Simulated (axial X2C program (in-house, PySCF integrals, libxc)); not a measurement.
**BH⁻: properties at the nuclei**

Calculated with an axial X2C code built on PySCF integrals: two-component X2C with atomic mean-field Coulomb and Gaunt terms, Gaussian nuclei, basis B dyall-av3z, H dyall-av3z with contracted cores.

R = 1.259 Å (near the PBE0 minimum at charge -1 of the determinant lowest at the starting distance; the state shown can have its own minimum elsewhere).

Determinant lowest in the PBE0 search, Ω = 1/2 (⟨Sz⟩ = -0.50, ⟨Lz⟩ = 1.00 at PBE0), spin on the atoms B -0.53, H 0.03:

```csv
level,Eeff magnitude (GV/cm),Ws magnitude B (kHz),A∥/gI B (MHz),qzz B (a.u.),A∥/gI H (MHz),qzz H (a.u.)
PBE0,0.000187,0.000148,94.8,-0.48,12.2,0.16
HF,0.000479,0.000378,97.1,-0.49,13.7,0.16
PBE,0.000164,0.000129,90.5,-0.50,11.4,0.15
BP86,0.000134,9.68e-05,84.1,-0.50,10.9,0.15
TPSSh,2.89e-05,3.27e-05,82,-0.49,7.03,0.16
```

Determinant 0.00 eV from it at PBE0 and this distance, Ω = 3/2 (⟨Sz⟩ = 0.50, ⟨Lz⟩ = 1.00 at PBE0), spin on the atoms B 0.53, H -0.03:

| level | Eeff magnitude (GV/cm) | Ws magnitude B (kHz) | A∥/gI B (MHz) | qzz B (a.u.) | A∥/gI H (MHz) | qzz H (a.u.) |
| --- | --- | --- | --- | --- | --- | --- |
| PBE0 | 0.000189 | 5e-05 | 20.4 | -0.48 | 1.76 | 0.16 |
| HF | 0.000469 | 0.000123 | 7.82 | -0.49 | 0.699 | 0.16 |
| PBE | 0.000166 | 4.36e-05 | 21.5 | -0.50 | 1.72 | 0.15 |
| BP86 | 0.000135 | 3.28e-05 | 23 | -0.50 | 1.86 | 0.15 |
| TPSSh | 3.01e-05 | 1.15e-05 | 22.6 | -0.49 | 3.12 | 0.16 |

Eeff is the effective electric field on the electron electric dipole moment in this Ω state and Ws the scalar–pseudoscalar constant of the nucleus named (defined with the proton number Z and per Ω); A∥ (defined per Ω) follows by multiplying with gI = μI/(I μN); qzz is the electric field gradient, eQq0 = 234.96 MHz × Q/barn × qzz. The operators were transformed with the bare-nucleus X2C matrices; with these basis sets, hyperfine constants and field gradients can be off by tens of per cent, and where levels differ in sign neither size nor sign is settled.

Question: With gI(11B) = 1.7924, Q(11B) = 0.04059 barn, gI(1H) = 5.5857 (g factors from the IAEA table of nuclear moments by Stone; Q from Pyykkö, Mol. Phys. 2018), turn the PBE0 values of the first state into constants in MHz.

Answer: A∥(11B) = 94.8 × 1.7924 = 170 MHz; eQq0(11B) = 234.96 × (0.04059) × (-0.48) = -4.58 MHz; A∥(1H) = 12.2 × 5.5857 = 68.1 MHz.

Each state is one determinant with collinear spin. Unrestricted Hartree–Fock can overshoot spin polarisation at the nuclei. For an anion, determinants above electron detachment, or with a positive highest level, are held by the basis set. Where Eeff spreads by more than a factor of two the levels disagree and none is to be relied on. The search compared states at one distance, so a state with another bond length can lie lower. Further determinants of the search, some of them spin-mixed, are not shown. PBE0 term energies can be off by some tenths of an eV.
